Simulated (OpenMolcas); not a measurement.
# HCl (hydrogen chloride) at PBE0/def2-SVP

Aim: the vertical electron affinity of HCl (hydrogen chloride) at PBE0/def2-SVP, from 2 runs. 

The results are computed with OpenMolcas 26.06.

### 1 The molecule

The species is HCl (2 atoms), meant as a singlet with charge 0. SMILES: `Cl`. The shape is that of a PBE0-D4/def2-TZVP optimisation.

Bond lengths: Cl1–H2 1.279 Å.

### 2 Energy and forces at PBE0/def2-SVP

Input file mol.xyz:

```xyz
2

Cl     0.546000    -0.178500     0.280800
H     -0.546000     0.178500    -0.280800
```

Input file job.input:

```
&GATEWAY
 BasLib=$CurrDir
 Coord=mol.xyz
 Basis=def2-SVP
 Group=NoSym

&SEWARD
 GridInput
 Grid=Coarse
 End of Grid

&SCF
 KSDFT=PBE0
 PrOrbitals=1 1

&ALASKA
```

The basis set def2-SVP is read from a file made from the Basis Set Exchange's data (not shown).

Started as:

```
$ export MOLCAS_MEM=1860
$ pymolcas job.input > job.log
```

The program printed:

```text
--- Start Module: gateway ---
[...]
--- Stop Module: gateway /rc=_RC_ALL_IS_WELL_ ---
[...]
      Basis functions           23
[...]
--- Start Module: scf ---
[...]
       Convergence after   9 Iterations
[...]
::    Total KS-DFT energy                            -460.4995215776
[...]
      Total spin, S                                     0.0000000000
[...]
      Total electronic charge=   18.000000
      Total            charge=   -0.000000
[...]
      Dipole Moment (debye):
      Origin of the operator (angstrom)=    0.5154   -0.1685    0.2651
                   X= -1.1708E+00               Y=  3.8277E-01               Z= -6.0213E-01           Total=  1.3711E+00
      Quadrupole Moment (debye*angstrom):
[...]
--- Stop Module: scf /rc=_RC_ALL_IS_WELL_ ---
--- Start Module: alaska ---
[...]
 *              Molecular gradients               *
 **************************************************
  Irreducible representation: a
 ------------------------------------------------------------------------------------------
                              X                       Y                       Z
 ------------------------------------------------------------------------------------------
  CL1               2.16476431454549E-03   -7.07711410515177E-04    1.11330736172155E-03
  H2               -2.16476431454815E-03    7.07711410515177E-04   -1.11330736172244E-03
 ------------------------------------------------------------------------------------------
--- Stop Module: alaska /rc=_RC_ALL_IS_WELL_ ---
[...]
```

Run time: 2.2 s. Hardware: 1 thread of Arm Neoverse V1, shared host; peak memory 0.37 GiB.

### 3 The doublet anion at the same level

mol.xyz is that of step 2.

Input file job.input:

```
* ClH Kohn-Sham DFT
>>> EXPORT MOLCAS_PRINT=2

&GATEWAY
  BasLib
  $CurrDir
  Coord
  mol.xyz
  Basis
  def2-SVP
  Group
  NoSym

&SEWARD
  GridInput
  Grid=Coarse
  End of Grid

&SCF
  UHF
  Charge
  -1
  Spin
  2
  KSDFT
  PBE0
  PrOrbitals
  1 1

&ALASKA
```

The basis set def2-SVP is read from a file made from the Basis Set Exchange's data (not shown).

Started as:

```
$ export MOLCAS_MEM=1860
$ pymolcas job.input > job.log
```

The program printed:

```text
--- Start Module: gateway ---
[...]
--- Stop Module: gateway /rc=_RC_ALL_IS_WELL_ ---
[...]
      Basis functions           23
[...]
--- Start Module: scf ---
[...]
       Convergence after  12 Iterations
[...]
::    Total KS-DFT energy                            -460.3768487719
[...]
      Total spin, S                                     0.5003247595
[...]
      Total electronic charge=   19.000000
      Total            charge=   -1.000000
[...]
      Dipole Moment (debye):
      Origin of the operator (angstrom)=    0.5154   -0.1685    0.2651
                   X=  3.2336E+00               Y= -1.0572E+00               Z=  1.6630E+00           Total=  3.7868E+00
      Center of Charge (angstrom)
[...]
--- Stop Module: scf /rc=_RC_ALL_IS_WELL_ ---
[...]
--- Start Module: alaska ---
[...]
 *              Molecular gradients               *
 **************************************************
  Irreducible representation: a
 ------------------------------------------------------------------------------------------
                              X                       Y                       Z
 ------------------------------------------------------------------------------------------
  CL1              -1.17048948527795E-01    3.82660024033233E-02   -6.01966021000716E-02
  H2                1.17048948527796E-01   -3.82660024033230E-02    6.01966021000710E-02
 ------------------------------------------------------------------------------------------
--- Stop Module: alaska /rc=_RC_ALL_IS_WELL_ ---
[...]
```

Run time: 2.5 s. Hardware: 1 thread of Arm Neoverse V1, shared host; peak memory 0.37 GiB.

### 4 Outcome

Level: PBE0/def2-SVP.

```
                                         quantity          value
                        singlet HCl: total energy  -460.49952 Eh
                       singlet HCl: dipole moment         1.37 D
                         singlet HCl: HOMO energy       -9.03 eV
                         singlet HCl: LUMO energy        0.95 eV
                       singlet HCl: HOMO–LUMO gap        9.98 eV
            singlet HCl: largest force on an atom     0.130 eV/Å
                      doublet anion: total energy  -460.37685 Eh
doublet anion: HOMO energy (highest over α and β)        5.97 eV
 doublet anion: LUMO energy (lowest over α and β)        9.72 eV
                              doublet anion: ⟨S²⟩          0.751
          doublet anion: largest force on an atom     7.048 eV/Å
vertical electron affinity (to the doublet anion)      -3.338 eV
```

**Reading.** The anion lies 3.34 eV (77 kcal/mol) above the neutral: the electron isn't bound at this level, and such a value depends on the basis. Without diffuse functions anions come out too high. The HOMO (doublet anion) lies at positive energy, 5.97 eV; only total energies tell whether the electron is bound.
